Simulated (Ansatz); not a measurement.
Geometry optimisation, RKS CAM-B3LYP-D4/def2-SVP in Ansatz 0.2.0.

The input (input.yaml):

```yaml
crystal:
  periodic: [false, false, false]
  atoms:
    - { symbol: F, position_ang: [0.0922, 0.1705, -2.1825] }
    - { symbol: O, position_ang: [-0.495, -0.7067, -0.1003] }
    - { symbol: C, position_ang: [0.002, -0.0589, 0.7001] }
    - { symbol: O, position_ang: [0.4008, 0.5951, 1.5827] }
total_charge: -1
basis:
  gaussian: { orbitals: def2-SVP }
hamiltonian:
  xc: cam_b3lyp
  dispersion: d4
relax:
  f_tol: 0.02
  max_steps: 40
scf:
  lower_state_search: "off"
```

Run as:

```bash
$ ansatz run input.yaml --threads 1 --pin off --max-ram 2048MiB --backend cpu --events-out ev --progress --plain --runs-dir out
```

Q: Where does it end, and by what steps?

A: The forces met the threshold. Limits of this set-up: an anion without diffuse functions, the dipole of an ion depends on the origin. After 10 steps the energy has fallen by 2.811 eV; F1 moved furthest, 0.98 Å. Joined: F1–C3.

```tsv
step	energy less start (eV)	largest force component (eV/Å)	accepted
0	0.0000	0.869	yes
1	-0.2872	1.372	yes
2	-0.5791	2.618	yes
3	-1.0363	2.346	yes
4	-1.5884	3.646	yes
5	-2.2137	4.286	yes
6	-2.6574	2.517	yes
7	-2.1480	5.738	no
8	-2.8103	0.130	yes
9	-2.8107	0.031	yes
10	-2.8107	0.016	yes
```

```xyz
4
Properties=species:S:1:pos:R:3
F 0.238 0.376 -1.239
O -0.704 -1.051 0.175
C -0.024 -0.037 0.124
O 0.490 0.712 0.940
```

Whether the end is a true minimum wasn't checked by a vibrational analysis.

Run time: 10 s on 1 thread of Arm Neoverse V2 (shared host), peak memory 0.1 GiB.
